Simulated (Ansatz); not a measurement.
C₄H₅FO, SMILES C=C(F)C(C)=O, a ranking of conformers

Computed with Ansatz's Python interface.

Typed at the interpreter:
```pycon
>>> import ansatz as az
>>> from rdkit import Chem
>>> from rdkit.Chem import AllChem
>>> rd = Chem.AddHs(Chem.MolFromSmiles("C=C(F)C(C)=O"))
>>> ids = list(AllChem.EmbedMultipleConfs(rd, numConfs=20, randomSeed=397, pruneRmsThresh=0.4))
>>> field = [energy for _, energy in AllChem.MMFFOptimizeMoleculeConfs(rd)]
>>> distinct = {round(e, 2): i for i, e in zip(ids, field)}
>>> chosen = sorted(distinct.items())[:5]
>>> found = []
>>> for force_field, index in chosen:
...     mol = az.Crystal.molecule()
...     for atom, xyz in zip(rd.GetAtoms(), rd.GetConformer(index).GetPositions()):
...         mol = mol.atom(atom.GetSymbol(), xyz.round(5).tolist())
...     setup = (
...         mol.calculation()
...         .basis(gaussian="6-31G*")  # atom-centred Gaussian functions
...         .functional("r2SCAN")
...     )
...     found.append(setup.run(threads=1).report["free_energy_ev"])
...
>>> print("conformer   MMFF (kcal/mol)   this level (eV)")
conformer   MMFF (kcal/mol)   this level (eV)
>>> for (force_field, index), e in zip(chosen, found):
...     print(f"{index:9d} {force_field - chosen[0][0]:17.2f} {(e - min(found)):17.3f}")
...
        0              0.00             0.000
        1              3.40             0.093
```

The conformers keep their force-field geometries. The whole script took 15 s on 1 thread of Arm Neoverse V1 (shared host), peak memory 0.27 GiB.
